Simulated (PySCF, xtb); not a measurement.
**Relative energy of two isomers of CH4BO−**

Structure a is `C=[BH-]O`, a singlet and structure b is `[BH3-]C=O`, a singlet. Both are isolated ions in the gas phase, relaxed with PBE0-D3(BJ)/def2-SVPD; the shapes shown needn't be the lowest conformers.

a (Å):

```xyz
7

C    -0.9249    0.6947   -1.1603
B    -0.9222   -0.0470    0.1016
O    -0.1591    0.3106    1.2683
H    -1.5838   -1.0703    0.2972
H    -0.3337    1.6104   -1.3373
H    -1.5211    0.3908   -2.0305
H     0.3301    1.1084    1.0538
```

b (Å):

```yaml
atoms:
  - { symbol: C, position_ang: [1.2455, 1.4657, -0.6590] }
  - { symbol: B, position_ang: [0.9695, 0.2900, 0.3853] }
  - { symbol: O, position_ang: [1.8001, 2.5511, -0.5226] }
  - { symbol: H, position_ang: [1.3914, 0.5236, 1.5225] }
  - { symbol: H, position_ang: [-0.2616, 0.1005, 0.3716] }
  - { symbol: H, position_ang: [1.4841, -0.7331, -0.1049] }
  - { symbol: H, position_ang: [0.8563, 1.2525, -1.7144] }
```

Quicker runs give these differences E(b) − E(a): GFN2-xTB −9.1 kcal/mol; HF/STO-3G −11.1 kcal/mol (at GFN2-xTB geometries); r2SCAN-D4/def2-SVPD +13.1 kcal/mol (at GFN2-xTB geometries).

Task: Estimate which is lower in electronic energy at CCSD(T)/def2-SVPD + ΔMP2/def2-TZVPPD, and by roughly how much.

Result: The CCSD(T)/def2-SVPD + ΔMP2/def2-TZVPPD calculation puts structure a lower, by 16.9 kcal/mol.

The same difference at several levels:

```json
{"level": "GFN2-xTB", "geometry": "GFN2-xTB", "E(b) − E(a) (kcal/mol)": "−9.1", "departure from the last row (kcal/mol)": "−26.0", "job, with rough time for the two": "optimisation, 0.079 s"}
{"level": "HF/STO-3G", "geometry": "GFN2-xTB", "E(b) − E(a) (kcal/mol)": "−11.1", "departure from the last row (kcal/mol)": "−27.9", "job, with rough time for the two": "single point, 1.1 s"}
{"level": "r2SCAN-D4/def2-SVPD", "geometry": "GFN2-xTB", "E(b) − E(a) (kcal/mol)": "+13.1", "departure from the last row (kcal/mol)": "−3.7", "job, with rough time for the two": "single point, 12 s"}
{"level": "PBE0-D3(BJ)/def2-SVPD", "geometry": "PBE0-D3(BJ)/def2-SVPD", "E(b) − E(a) (kcal/mol)": "+13.6", "departure from the last row (kcal/mol)": "−3.3", "job, with rough time for the two": "optimisation, 2.6 min"}
{"level": "HF/def2-SVPD", "geometry": "PBE0-D3(BJ)/def2-SVPD", "E(b) − E(a) (kcal/mol)": "+14.6", "departure from the last row (kcal/mol)": "−2.3", "job, with rough time for the two": "part of the CCSD(T) run"}
{"level": "MP2/def2-SVPD", "geometry": "PBE0-D3(BJ)/def2-SVPD", "E(b) − E(a) (kcal/mol)": "+17.4", "departure from the last row (kcal/mol)": "+0.5", "job, with rough time for the two": "part of the CCSD(T) run"}
{"level": "CCSD(T)/def2-SVPD", "geometry": "PBE0-D3(BJ)/def2-SVPD", "E(b) − E(a) (kcal/mol)": "+14.4", "departure from the last row (kcal/mol)": "−2.5", "job, with rough time for the two": "single point"}
{"level": "CCSD(T)/def2-SVPD + ΔMP2/def2-TZVPPD", "geometry": "PBE0-D3(BJ)/def2-SVPD", "E(b) − E(a) (kcal/mol)": "+16.9", "departure from the last row (kcal/mol)": "", "job, with rough time for the two": "single point, 47 s"}
```

As drawn, b has 1 C–B, 1 C=O, 2 B–H in place of 1 C=B, 1 B–O, 1 C–H, 1 O–H.

GFN2-xTB, HF/STO-3G put the two in the other order. The largest departure from CCSD(T)/def2-SVPD + ΔMP2/def2-TZVPPD is that of HF/STO-3G, 27.9 kcal/mol. The last row adds to CCSD(T) the change of the MP2 difference between the two basis sets, here +2.5 kcal/mol.

With harmonic frequencies from PBE0-D3(BJ)/def2-SVPD (ideal gas, rigid rotor, one conformer each, 1000 K, 1 atm): the zero-point term adds −2.8 kcal/mol; ΔH is +13.9 and ΔG +13.5 kcal/mol.

The correlated steps freeze 3 core orbitals. Codes used: PySCF 2.14.0, xtb 6.7.1; the last row on 2 threads of Arm Neoverse V2 on a shared host.
